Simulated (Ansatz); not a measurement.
# BH5Si: the cost of one run

Program: Ansatz 0.2.0, Gaussian basis. Level of theory: PBE0-D4/def2-TZVP structures, single points in def2-TZVPP, no counterpoise correction. These are calculated values, not measurements.

Levels: SPW92, PBE-D4, BLYP-D4, r2SCAN-D4, B97M-V, PBE0-D4, B3LYP-D4, r2SCAN0-D4, BHLYP-D4, CAM-B3LYP-D4, wB97X-V, wB97M-V, B2PLYP, PBE-QIDH, RPA on PBE, Hartree-Fock, MP2, CCSD, CCSD(T).

Correlated methods freeze the cores. B3LYP uses VWN-RPA correlation. B2PLYP carries no dispersion term here.

94 further runs of the same task are left out: 94 set aside as unsound or not needed.

### 1 Starting geometry

The complex: 12 atoms, charge 0, spin multiplicity 1.

Atoms are counted from 1 here; the program's logs count them from 0.

Bond lengths: B1–H3 1.195 Å, B1–H4 1.195 Å, B1–Si6 2.014 Å, C2–H5 1.107 Å, C2–H7 1.089 Å, C2–H8 1.086 Å, C2–H9 1.089 Å, Si6–H10 1.494 Å, Si6–H11 1.490 Å, Si6–H12 1.490 Å. Angles: H3–B1–H4 118.0°, H3–B1–Si6 120.3°, H4–B1–Si6 120.3°, H5–C2–H7 106.9°, H5–C2–H8 111.5°, H5–C2–H9 106.8°, H7–C2–H8 110.3°, H7–C2–H9 111.0°, H8–C2–H9 110.3°, B1–Si6–H10 106.1°, B1–Si6–H11 113.6°, B1–Si6–H12 113.6°, H10–Si6–H11 107.6°, H10–Si6–H12 107.6°, H11–Si6–H12 107.9°.

As a file:

```mol
CH9BSi
  3D, bonds by distance, orders not assigned

 12 10  0  0  0  0  0  0  0  0999 V2000
    0.8736   -0.3395   -0.6022 B   0  0
   -0.8497   -1.1350    1.2891 C   0  0
    1.7557   -0.5538    0.1756 H   0  0
    0.4833   -1.2495   -1.2717 H   0  0
   -0.5509   -0.2962    0.6317 H   0  0
    0.3621    1.5531   -1.0626 Si  0  0
   -1.8788   -1.3838    1.0353 H   0  0
   -0.2076   -2.0001    1.1490 H   0  0
   -0.7768   -0.7731    2.3134 H   0  0
    1.3201    1.9968   -2.1201 H   0  0
    0.4831    2.4998    0.0811 H   0  0
   -1.0139    1.6813   -1.6187 H   0  0
  1  3  8  0
  1  4  8  0
  1  6  8  0
  2  5  8  0
  2  7  8  0
  2  8  8  0
  2  9  8  0
  6 10  8  0
  6 11  8  0
  6 12  8  0
M  END
```

Its parts: SiBH₅ holds atoms 1, 3, 4, 6, 10, 11, 12; CH₄ holds atoms 2, 5, 7, 8, 9. Each part counts its atoms afresh in its own runs.

### 2 Relaxing SiBH₅ alone

Contents of relax-a/in.yaml:

```yaml
crystal:
  periodic: [false, false, false]
  atoms:
    - {symbol: B, position_ang: [0.873628, -0.339457, -0.602194]}
    - {symbol: H, position_ang: [1.755651, -0.553843, 0.175598]}
    - {symbol: H, position_ang: [0.483289, -1.249529, -1.271733]}
    - {symbol: Si, position_ang: [0.362083, 1.553126, -1.062643]}
    - {symbol: H, position_ang: [1.320118, 1.996838, -2.120104]}
    - {symbol: H, position_ang: [0.483124, 2.499754, 0.081107]}
    - {symbol: H, position_ang: [-1.013904, 1.681269, -1.618676]}
basis:
  gaussian: {orbitals: def2-TZVP}
hamiltonian: {xc: pbe0, dispersion: d4}
relax: {f_tol: 0.005, max_steps: 200}
```

The run is started by

```bash
$ ansatz run in.yaml --threads 4 --pin off --events-out ev --progress --plain --max-ram 9574MiB
```

**Question.** How long does this run take on 4 threads of Arm Neoverse V2, shared host?

About 3.1 s.
